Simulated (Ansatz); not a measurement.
# CHO (quartet): wave-function methods side by side, cc-pVDZ

How much of the correlation energy of CHO (quartet) does each wave-function method recover here?

Program: Ansatz 0.2.0, Gaussian basis. Level of theory: cc-pVDZ, core rule «outside noble gas», up to 2 orbitals frozen. These are calculated values, not measurements.

Plan: UHF; CCSD(T) on ROHF; CCSD(T) on UHF; BCCD(T) on ROHF; CISD as a restricted active space (open shells left free, so some higher excitations enter); CCSDT(Q) on ROHF; CCSDT(Q) on UHF; CCSDTQ on ROHF; CCSDTQ on UHF; CASSCF and MRCISD+Q, 11 electrons in 9 orbitals; CASSCF and NEVPT2, 11 electrons in 9 orbitals.

4 further runs of the same task are left out: 4 set aside as unsound or not needed. Runs told in other sessions of the task aren't counted.

## Step 1: The geometry

The geometry is a PBE0/def2-TZVP stationary point (not a proven minimum) of the parent state, kept for this charge and spin.

3 atoms, charge 0, spin multiplicity 4.

Atoms are counted from 1 here; the program's logs count them from 0.

Bond lengths: O1–C2 1.265 Å, O1–H3 0.984 Å. Angles: C2–O1–H3 114.4°.

## Step 2: UHF

Contents of in.yaml:

```yaml
crystal:
  periodic: [false, false, false]
  atoms:
    - {symbol: O, position_ang: [0.000000, -0.101264, 0.500232]}
    - {symbol: C, position_ang: [0.000000, 0.073612, -0.752550]}
    - {symbol: H, position_ang: [0.000000, 0.730231, 1.027088]}
basis:
  gaussian: {orbitals: cc-pVDZ}
magnetization: {spin_polarized: true, initial_magnetization: 3}
hamiltonian: {xc: hf}
output: {orbitals: {seedname: orbitals}}
```

Launch:

```console
$ ansatz run in.yaml --threads 1 --pin off --events-out ev --progress --plain --max-ram 2816MiB --backend cpu
```

The runs that follow: CCSD(T) on ROHF; CCSD(T) on UHF; BCCD(T) on ROHF; CISD as a restricted active space (open shells left free, so some higher excitations enter); CCSDT(Q) on ROHF; CCSDT(Q) on UHF; CCSDTQ on ROHF; CCSDTQ on UHF; CASSCF and MRCISD+Q, 11 electrons in 9 orbitals; CASSCF and NEVPT2, 11 electrons in 9 orbitals.

Q: Predict the results of all the runs planned. Wanted: UCCSDTQ from the RHF energy; RMP2 from UCCSDTQ; UMP2 from UCCSDTQ; RCCSD from UCCSDTQ; RCCSD(T) from UCCSDTQ; UCCSD(T) from UCCSDTQ; RCCSDT(Q) from UCCSDTQ; UCCSDT(Q) from UCCSDTQ; NEVPT2 valence from UCCSDTQ.

As calculated:

```
                         quantity                                                                       value
      UCCSDTQ from the ROHF energy                                                                  -7.1744 eV
                RMP2 from UCCSDTQ                                                                  +597.4 meV
                UMP2 from UCCSDTQ                                                                  +592.2 meV
               RCCSD from UCCSDTQ                                                                  +170.1 meV
            RCCSD(T) from UCCSDTQ                                                                   +26.2 meV
            UCCSD(T) from UCCSDTQ                                                                   +25.5 meV
           RCCSDT(Q) from UCCSDTQ                                                                    +0.4 meV
           UCCSDT(Q) from UCCSDTQ                                                                    -1.6 meV
      NEVPT2 valence from UCCSDTQ                                                                  +909.4 meV
    MRCISD+Q valence from UCCSDTQ                                                                   +43.7 meV
levels within 1 kcal/mol (43 meV)  RCCSD(T), UCCSD(T), BCCD(T), RCCSDT, UCCSDT, RCCSDT(Q), UCCSDT(Q), RCCSDTQ
                    T1 diagnostic                                                                       0.023
   effectively unpaired electrons                                                                        3.01
```

RCCSD(T) misses by +26.2 meV, 0.4 % of the correlation energy. One determinant dominates. Of the multireference levels listed MRCISD+Q valence comes nearest in total energy (+43.7 meV), which doesn't show that its space is the better one. These misses are within one basis, not against nature; the frozen cores of restricted and unrestricted runs differ, which can shift their rows.

With open shells the CI space here admits some higher excitations, so it is larger than plain CISD.
